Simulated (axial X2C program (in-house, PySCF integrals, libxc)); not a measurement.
**What spin–orbit coupling does to MgC⁻**

Calculated with an in-house relativistic program for diatomic molecules. Spin-free means the one-electron spin-free X2C Hamiltonian; two-component (2c) means X2C with spin–orbit coupling and atomic mean-field two-electron Coulomb and Gaunt terms, so the difference of the two also holds small scalar two-electron terms. Basis: Mg dyall-av3z [10s9p6d4f], C dyall-av3z [8s7p3d2f] (cores contracted in-house); Gaussian nuclei, density fitting, unrestricted open shells. Masses: Mg 23.985 u, C 12.000 u.

Spin-free state: M_S = 3/2, Λ = 0 (beyond evenly filled blocks: σα, π+α, π-α); fragments Mg + C-.

```json
{"level": "PBE0", "Re (Å)": "2.188", "ωe (cm⁻¹)": "425.9", "De (eV)": "1.537", "μ (D)": "0.78"}
{"level": "HF", "Re (Å)": "2.202", "ωe (cm⁻¹)": "416.6", "De (eV)": "1.354", "μ (D)": "2.50"}
{"level": "CCSD", "Re (Å)": "2.211", "ωe (cm⁻¹)": "417.6", "De (eV)": "1.472", "μ (D)": "n/a"}
{"level": "CCSD(T)", "Re (Å)": "2.209", "ωe (cm⁻¹)": "420.1", "De (eV)": "1.509", "μ (D)": "n/a"}
{"level": "PBEsol", "Re (Å)": "2.172", "ωe (cm⁻¹)": "440.5", "De (eV)": "1.659", "μ (D)": "0.44"}
```

Correlated methods: 7 electrons correlated (number of frozen shells: Mg 2 s, 1 p; C 1 s), 277 virtual spin orbitals or spinors in MP2, 90 natural virtuals in coupled cluster.

Dipoles are positive if C is the positive end and refer to the centre of mass.

Two-component determinant lowest at the distance of the search:

Ω = 3/2 (⟨Sz⟩ = 1.47, ⟨Lz⟩ = 0.03 at HF); fragments Mg + C-.

```tsv
level	Re (Å)	ωe (cm⁻¹)	De (eV)	μ (D)
PBE0	2.188	425.8	1.537	0.78
HF	2.195	422.1	1.371	2.27
CCSD	2.220	410.1	1.445	n/a
CCSD(T)	2.217	412.9	1.484	n/a
PBEsol	2.172	440.4	1.659	0.44
```

From the two tables, how do the constants change at the CCSD(T) level (2c against spin-free)?

At the CCSD(T) level Re goes up by 0.008 Å and ωe goes down by 7.2 cm⁻¹; De changes by -0.025 eV.

One determinant describes the state; a PBE0 search over occupations chose it and may have missed a lower one. De is counted from the lowest determinant-based energies of the atoms at the same level, without counterpoise correction. Density functionals use the spin component along the axis (collinear). CCSD and (T) use frozen natural virtuals with an MP2 correction for the truncation; (T) itself is uncorrected, so its De runs slightly low. Other states lie close and PBE0, whose exact exchange favours high spin, may order them wrongly; the determinant shown need not be the ground state. The nearest other spin-free determinant of the search, M_S = 1/2, Λ = 0, lies 0.47 eV up at the distance of the search. Without a current term, density functionals place determinants with orbital angular momentum somewhat too high. With several unpaired electrons one determinant need not be a pure state. The highest occupied level of some functionals is positive through self-interaction error; at Hartree–Fock it is bound. This is the top spin component of a Σ state; components of lower Ω are not single determinants and can lie lower. The T1 diagnostic is large, a sign of multireference character. Hartree–Fock gets electron affinities wrong, so its lowest charge split need not be the true one.
